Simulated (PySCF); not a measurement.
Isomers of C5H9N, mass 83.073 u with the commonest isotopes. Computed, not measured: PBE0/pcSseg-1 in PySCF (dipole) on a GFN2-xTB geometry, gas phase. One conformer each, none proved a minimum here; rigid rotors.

Problem. Order these by radius of gyration √(Σ m r²/M), smallest first.
A. `[CH2:1]=[CH:2][CH2:3][C@H:4]1[CH2:5][NH:6]1` with C1–C2–C3–C4 122°, C2–C3–C4–C5 82°
B. `[CH2:1]=[N:2]/[CH:3]=[CH:4]/[CH2:5][CH3:6]` with C1–N2–C3–C4 -179°, C3–C4–C5–C6 122°
C. `[CH3:1][CH2:2][CH2:3][CH2:4][C:5]#[N:6]` with C1–C2–C3–C4 -178°, C2–C3–C4–C5 65°

Solution. A (1.922 Å), C (1.993 Å), B (2.151 Å).

Problem. Order these by rotational constant C, largest first.
A. `[CH3:1][CH2:2][CH2:3][CH2:4][C:5]#[N:6]` with C1–C2–C3–C4 -178°, C2–C3–C4–C5 65°
B. `[CH2:1]=[N:2]/[CH:3]=[CH:4]/[CH2:5][CH3:6]` with C1–N2–C3–C4 -179°, C3–C4–C5–C6 122°
C. `[CH2:1]=[CH:2][CH2:3][C@H:4]1[CH2:5][NH:6]1` with C1–C2–C3–C4 122°, C2–C3–C4–C5 82°

Solution. C (1715 MHz), A (1592 MHz), B (1360 MHz).

Problem. Order these by rotational constant A, largest first.
A. `[CH2:1]=[N:2]/[CH:3]=[CH:4]/[CH2:5][CH3:6]` with C1–N2–C3–C4 -179°, C3–C4–C5–C6 122°
B. `[CH2:1]=[CH:2][CH2:3][C@H:4]1[CH2:5][NH:6]1` with C1–C2–C3–C4 122°, C2–C3–C4–C5 82°
C. `[CH3:1][CH2:2][CH2:3][CH2:4][C:5]#[N:6]` with C1–C2–C3–C4 -178°, C2–C3–C4–C5 65°

Solution. A (16613 MHz), B (11855 MHz), C (7680 MHz).

```
       SMILES  point group  Ia (u·Å²)  Ib (u·Å²)  Ic (u·Å²)      κ  μa (D)  μb (D)  μc (D)
      CCCCC#N           C1      65.80     276.44     317.40  -0.92    2.69    2.91    0.42
   C=N/C=C/CC           C1      30.42     366.50     371.67  -1.00    0.39    1.13    0.73
C=CC[C@H]1CN1           C1      42.63     276.56     294.62  -0.98    0.20    0.70    1.34
```
